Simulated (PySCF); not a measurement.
C₃H₂F (charge +1).
Bonds: F1–C2, C2–C3 (double), C3–C4, C2–C4. Hydrogens: H5 on C3; H6 on C4.
Bond orders are those of one Lewis drawing.

Method: PBE0-D3(BJ)/def2-SVP geometry optimisation, gas phase (PySCF); density fitting, grid level 1; the optimiser is geomeTRIC in internal coordinates, started from a GFN2-xTB structure with every atom displaced at random (about 0.01 Å).

Geometry at step 1:
```
atom  x, y, z in Å
F1      2.0029   -0.2804   -0.1166
C2      0.7672   -0.0992   -0.0068
C3     -0.3081    0.7323    0.0100
C4     -0.4877   -0.6317    0.0649
H5     -0.7690    1.7266   -0.0735
H6     -1.1808   -1.4778    0.1039
```

**Question.** Give the atomic forces at this geometry.

**Answer.** 
| atom | Fx (eV/Å) | Fy (eV/Å) | Fz (eV/Å) |
| --- | --- | --- | --- |
| F1 | -0.133 | 0.113 | 0.132 |
| C2 | 0.116 | -0.326 | -0.202 |
| C3 | -0.179 | 0.228 | -0.197 |
| C4 | 0.171 | 0.106 | 0.100 |
| H5 | 0.055 | -0.120 | 0.150 |
| H6 | -0.031 | 0.000 | 0.017 |

The largest, 0.40 eV/Å, acts on C2; the rms over all components is 0.153 eV/Å. The forces sum to zero within rounding, as they must for an isolated molecule in no field.

**Question.** Give the force on C2 in Eh/bohr and in nN.

**Answer.** 0.401 eV/Å ÷ 51.422 = 0.00780 Eh/bohr, and 0.401 eV/Å × 1.602 = 0.64 nN.

**Question.** How far is this geometry from the end of the optimisation?

**Answer.** 0.011 eV above it, and 0.026 Å rms away after alignment. The bonds farthest from their final lengths, with half the difference of the two atoms' forces along the bond (positive lengthens):

| bond | now (Å) | final (Å) | force along bond (eV/Å) |
| --- | --- | --- | --- |
| C3–H5 | 1.099 | 1.095 | -0.22 |
| C2–C3 | 1.359 | 1.362 | +0.29 |
| F1–C2 | 1.254 | 1.251 | -0.17 |
| C2–C4 | 1.365 | 1.362 | -0.10 |

The angle farthest from its final value is F1–C2–C4, 148.7° against 149.6°.

What follows is the cost of the whole optimisation. On one thread of an Arm Neoverse V1, shared host, this took 11 s wall and 0.29 GiB of memory at its peak.
